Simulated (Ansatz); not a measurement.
The reference is V in the bcc (W type) structure (space group Im-3m, No. 229).

```
V
1.0
   -1.49858     1.49858     1.49858
    1.49858    -1.49858     1.49858
    1.49858     1.49858    -1.49858
V
1
Direct
  0.00000   0.00000   0.00000
```

Levels (all Ansatz, a quantum-chemistry and plane-wave program, PAW): PBE (420 eV, without spin-orbit coupling); r2SCAN (500 eV, no spin-orbit coupling).

Levels that relaxed their own cell: PBE and r2SCAN.

```
level   lattice parameter a
------  -------------------
PBE                 2.997 Å
r2SCAN              2.983 Å
```

Measured: lattice parameter a 3.021 Å (static lattice; corrected from measurement; as listed in Daniel Mejia-Rodriguez, S. B. Trickey, Phys. Rev. B (2018)).

Computed minus measured — lattice parameter a: PBE -0.8 %, r2SCAN -1.3 % (closest: PBE).

Stability against distortions was not tested. Starting moments died away, wholly or in part, for Nb → V; another magnetic solution may exist. The final runs are not spin-polarised.
